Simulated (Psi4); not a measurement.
# doublet [BN2H5]−: levels of theory compared

Wanted: a comparison of 3 runs (UB3LYP/6-311+G**, UM06-2X/6-311+G**, UPBE0/6-311+G**) of doublet [BN2H5]−. 

The calculation is run with Psi4 1.11.

2 further runs of the same task are left out: 2 set aside as unsound or not needed.

### Step 1. The system as given

[BN2H5]−: 8 atoms, total charge -1, spin state doublet. As SMILES of the parent species, `NBN`. The shape is that of a PBE0-D4/def2-TZVP optimisation. That shape belongs to the parent species and isn't relaxed for this state.

Bond lengths: N1–B2 1.409 Å, B2–N3 1.409 Å, N1–H4 1.005 Å, N1–H5 1.002 Å, B2–H6 1.200 Å, N3–H7 1.003 Å, N3–H8 1.005 Å. Angles: N1–B2–N3 122.9°, N1–B2–H6 118.5°, N3–B2–H6 118.5°, B2–N1–H4 124.5°, B2–N1–H5 121.9°, B2–N3–H7 121.9°, B2–N3–H8 124.5°, H4–N1–H5 113.6°, H7–N3–H8 113.6°.

### Step 2. Energy and gradient at UB3LYP/6-311+G(d,p) (run 1)

File job.inp:

```
memory 1600 mb

molecule m {
  -1 2
  N
  B 1 R2
  N 2 R3 1 A3
  H 1 R4 2 A4 3 D4
  H 1 R5 4 A5 2 D5
  H 2 R6 3 A6 1 D6
  H 3 R7 2 A7 6 D7
  H 3 R8 7 A8 2 D8

  R2 = 1.409065
  R3 = 1.409045
  A3 = 122.9219
  R4 = 1.004959
  A4 = 124.46727
  D4 = 0.0012
  R5 = 1.002429
  A5 = 113.64084
  D5 = -179.99443
  R6 = 1.199838
  A6 = 118.5412
  D6 = 179.99827
  R7 = 1.002506
  A7 = 121.88451
  D7 = 0.0042
  R8 = 1.004826
  A8 = 113.64488
  D8 = -179.99058
  units angstrom
  symmetry c1
  no_reorient
  no_com
}

set reference uks
set puream true
set e_convergence 1e-09
set d_convergence 1e-08
set scf_type pk
set dft_radial_points 99
set dft_spherical_points 590
set maxiter 200

result = gradient("b3lyp/6-311+G**")
```

Run with:

```sh
$ psi4 -i job.inp -o job.out -n 1
```

job.out:

```text
[...]
  Running in c1 symmetry.
[...]
  Nuclear repulsion =   68.852588053507361
[...]
  Multiplicity = 2
[...]
  Nalpha       = 13
  Nbeta        = 12
[...]
    Number of basis functions: 96
[...]
   @UKS iter   1:  -136.47955825593792    2.76927e-01   1.41566e-02 ADIIS/DIIS
[...]
   @UKS iter  13:  -137.46743464494341   -5.28928e-11   9.79903e-09 DIIS
[...]
   @S^2 Observed:                7.500795342E-01
[...]
  @UKS Final Energy:  -137.46743464494341
   => Energetics <=
    Nuclear Repulsion Energy =             68.8525880535073611
    One-Electron Energy =                -325.0171140595367092
    Two-Electron Energy =                 134.8391601287269452
    DFT Exchange-Correlation Energy =     -16.1420687676409962
    Empirical Dispersion Energy =           0.0000000000000000
    VV10 Nonlocal Energy =                  0.0000000000000000
    Total Energy =                       -137.4674346449434097
[...]
 Multipole Moments:
 ------------------------------------------------------------------------------------
     Multipole            Electronic (a.u.)      Nuclear  (a.u.)        Total (a.u.)
 ------------------------------------------------------------------------------------
 L = 1.  Multiply by 2.5417464519 to convert [e a0] to [Debye]
 Dipole X            :          0.0003618           -0.0002338            0.0001281
 Dipole Y            :          1.7366688           -0.4684780            1.2681908
 Dipole Z            :          0.9442127           -0.2547841            0.6894287
 Magnitude           :                                                    1.4434749
[...]
  -Total Gradient:
     Atom            X                  Y                   Z
    ------   -----------------  -----------------  -----------------
       1       -0.000001402758    -0.003177497073    -0.002066859070
       2        0.000003993122     0.003262552840     0.001793222335
       3       -0.000001164590    -0.003574425766    -0.001666772573
       4        0.000000243509     0.004507315642     0.000911888615
       5       -0.000000094690    -0.005174487417     0.004166397243
       6       -0.000001421670     0.000137541741     0.000071241293
       7        0.000000091794     0.000694366258    -0.006538751261
       8       -0.000000245478     0.003324629794     0.003329630033
[...]
```

Wall time 27 s (1 thread of Intel Xeon 6975P-C (Granite Rapids), shared host); peak memory 0.76 GiB.

### Step 3. The energy at UM06-2X/6-311+G(d,p) (run 2)

File run.py:

```python
import psi4

psi4.set_memory('1600 MB')
psi4.set_num_threads(1)
psi4.set_output_file('psi4.out', False)

molecule = psi4.geometry("""
-1 2
N     -0.971000     0.516500    -0.581100
B      0.194200     0.386600     0.200500
N      0.848200    -0.845200     0.401400
H     -1.426800    -0.244500    -1.053400
H     -1.423900     1.400900    -0.713700
H      0.649700     1.368600     0.718000
H      1.676700    -0.919800     0.960900
H      0.545000    -1.720300     0.011600
symmetry c1
""")

psi4.set_options({
    'basis': '6-311+G**',
    'reference': 'uks',
    'puream': True,
    'e_convergence': 1e-09,
    'd_convergence': 1e-08,
    'scf_type': 'pk',
    'dft_radial_points': 99,
    'dft_spherical_points': 590,
    'maxiter': 200,
})

e, wfn = psi4.energy('m06-2x', molecule=molecule, return_wfn=True)
psi4.oeprop(wfn, 'LOWDIN_CHARGES', 'MAYER_INDICES', 'MULLIKEN_CHARGES')
print('E =', round(e, 9))
```

Run with:

```sh
$ python run.py
```

psi4.out:

```text
[...]
  Running in c1 symmetry.
[...]
  Nuclear repulsion =   68.852594815844668
[...]
  Multiplicity = 2
[...]
  Nalpha       = 13
  Nbeta        = 12
[...]
    Number of basis functions: 96
[...]
   @UKS iter   1:  -136.67431882053711   -1.08848e-02   1.16368e-02 ADIIS/DIIS
[...]
   @UKS iter  15:  -137.38706922695900   -2.14300e-11   9.12348e-09 DIIS
[...]
   @S^2 Observed:                7.510214534E-01
[...]
  @UKS Final Energy:  -137.38706922695900
   => Energetics <=
    Nuclear Repulsion Energy =             68.8525948158446681
    One-Electron Energy =                -324.8702814231212415
    Two-Electron Energy =                 128.2144942786536603
    DFT Exchange-Correlation Energy =      -9.5838768983360652
    Empirical Dispersion Energy =           0.0000000000000000
    VV10 Nonlocal Energy =                  0.0000000000000000
    Total Energy =                       -137.3870692269589711
[...]
 Multipole Moments:
 ------------------------------------------------------------------------------------
     Multipole            Electronic (a.u.)      Nuclear  (a.u.)        Total (a.u.)
 ------------------------------------------------------------------------------------
 L = 1.  Multiply by 2.5417464519 to convert [e a0] to [Debye]
 Dipole X            :          0.8143609           -0.2026103            0.6117507
 Dipole Y            :          1.7549877           -0.4364850            1.3185028
 Dipole Z            :          0.9245547           -0.2298172            0.6947375
 Magnitude           :                                                    1.6110086
[...]
  Mulliken Charges: (a.u.)
   Center  Symbol    Alpha    Beta     Spin     Total
       1     N     3.00881  3.84432 -0.83551  0.14687
       2     B     4.63979  2.28390  2.35589 -1.92369
       3     N     3.00876  3.84431 -0.83555  0.14693
       4     H     0.46917  0.37093  0.09824  0.15989
       5     H     0.42138  0.37719  0.04419  0.20142
       6     H     0.56149  0.53121  0.03028 -0.09270
       7     H     0.42142  0.37720  0.04422  0.20138
       8     H     0.46917  0.37093  0.09823  0.15990
   Total alpha = 13.00000, Total beta = 12.00000, Total charge = -1.00000
[...]
```

The script printed:

```text
E = -137.387069227
```

Run time: 48 s. Hardware: 1 thread of Intel Xeon 6975P-C (Granite Rapids), shared host; peak memory 0.84 GiB.

### Step 4. Energy and forces at UPBE0/6-311+G(d,p) (run 3)

File bh5n2.xyz:

```xyz
8
BH5N2
N     -0.971000     0.516500    -0.581100
B      0.194200     0.386600     0.200500
N      0.848200    -0.845200     0.401400
H     -1.426800    -0.244500    -1.053400
H     -1.423900     1.400900    -0.713700
H      0.649700     1.368600     0.718000
H      1.676700    -0.919800     0.960900
H      0.545000    -1.720300     0.011600
```

File calc.py:

```python
import psi4

psi4.set_memory('1600 MB')
psi4.set_num_threads(1)
psi4.set_output_file('psi4.out', False)

with open('bh5n2.xyz') as f:
    atoms = ''.join(f.readlines()[2:])
m = psi4.geometry('-1 2\n' + atoms + 'symmetry c1')

psi4.set_options({
    'basis': '6-311+G**',
    'reference': 'uks',
    'puream': True,
    'e_convergence': 1e-09,
    'd_convergence': 1e-08,
    'scf_type': 'pk',
    'dft_radial_points': 99,
    'dft_spherical_points': 590,
    'maxiter': 200,
})

E, wfn = psi4.gradient('PBE0', return_wfn=True)
psi4.oeprop(wfn, 'QUADRUPOLE', 'DIPOLE', 'MULLIKEN_CHARGES')
print('gradient / Eh bohr^-1')
print(E.np.round(6))
print(f'energy = {wfn.energy():.10f} Eh')
```

Run with:

```sh
$ python calc.py
```

psi4.out:

```text
[...]
  Running in c1 symmetry.
[...]
  Nuclear repulsion =   68.852594815844668
[...]
  Multiplicity = 2
[...]
  Nalpha       = 13
  Nbeta        = 12
[...]
    Number of basis functions: 96
[...]
   @UKS iter   1:  -136.41488457670889    1.55734e-01   1.31089e-02 DIIS/ADIIS
[...]
   @UKS iter  14:  -137.28654335471035   -3.35376e-12   2.68414e-09 DIIS
[...]
   @S^2 Observed:                7.501110507E-01
[...]
  @UKS Final Energy:  -137.28654335471035
   => Energetics <=
    Nuclear Repulsion Energy =             68.8525948158446681
    One-Electron Energy =                -324.9427628449872145
    Two-Electron Energy =                 133.8046502630591021
    DFT Exchange-Correlation Energy =     -15.0010255886268897
    Empirical Dispersion Energy =           0.0000000000000000
    VV10 Nonlocal Energy =                  0.0000000000000000
    Total Energy =                       -137.2865433547103464
[...]
  -Total Gradient:
     Atom            X                  Y                   Z
    ------   -----------------  -----------------  -----------------
       1       -0.002011153005    -0.003133641812    -0.002036339184
       2        0.003253801693     0.006974758614     0.003682937309
       3       -0.001285423286    -0.003853447957    -0.001681076384
       4       -0.000400544206     0.003215441918     0.000381623207
       5        0.002105031489    -0.003511520262     0.000739942176
       6       -0.000722734137    -0.001550081560    -0.000817630871
       7       -0.003380458280     0.000640813872    -0.002213291238
       8        0.002441686036     0.001218125033     0.001944071292
[...]
 Multipole Moments:
 ------------------------------------------------------------------------------------
     Multipole            Electronic (a.u.)      Nuclear  (a.u.)        Total (a.u.)
 ------------------------------------------------------------------------------------
 L = 1.  Multiply by 2.5417464519 to convert [e a0] to [Debye]
 Dipole X            :          0.8309165           -0.2026103            0.6283062
 Dipole Y            :          1.7912836           -0.4364850            1.3547986
 Dipole Z            :          0.9434509           -0.2298172            0.7136337
 Magnitude           :                                                    1.6551499
 L = 2.  Multiply by 1.3450342976 to convert [e a0^2] to [Debye ang]
 Quadrupole XX       :        -99.0140694           69.3429982          -29.6710711
 Quadrupole XY       :         38.6857781          -40.6614428           -1.9756647
[...]
```

Standard output:

```text
gradient / Eh bohr^-1
[[-0.002011 -0.003134 -0.002036]
 [ 0.003254  0.006975  0.003683]
 [-0.001285 -0.003853 -0.001681]
 [-0.000401  0.003215  0.000382]
 [ 0.002105 -0.003512  0.00074 ]
 [-0.000723 -0.00155  -0.000818]
 [-0.00338   0.000641 -0.002213]
 [ 0.002442  0.001218  0.001944]]
energy = -137.2865433547 Eh
```

It took 29 s on 1 thread of Intel Xeon 6975P-C (Granite Rapids), shared host; peak memory 0.76 GiB.

### Step 5. Overview of the runs

```tsv
run	level	task	energy (Eh)	HOMO energy (eV)	LUMO energy (eV)	⟨S²⟩	wall time
1	UB3LYP/6-311+G**	gradient	-137.467435	2.13	3.02	0.750	27 s
2	UM06-2X/6-311+G**	energy	-137.387069	1.70	3.04	0.751	48 s
3	UPBE0/6-311+G**	gradient	-137.286543	2.03	3.10	0.750	29 s
```

### Step 6. What came out

| quantity | value |
| --- | --- |
| run 3: total energy | -137.28654 Eh |
| run 3: HOMO energy (highest over α and β) | 2.03 eV |
| run 3: LUMO energy (lowest over α and β) | 3.10 eV |
| run 3: ⟨S²⟩ | 0.750 |
| run 3: largest force on an atom | 0.439 eV/Å |

In words: Totals of different functionals can't be ranked against each other. In runs 1, 2, 3 the HOMO lies above zero, so the outermost electron may be held by the basis alone. All runs together took 1.7 min, the longest 48 s.
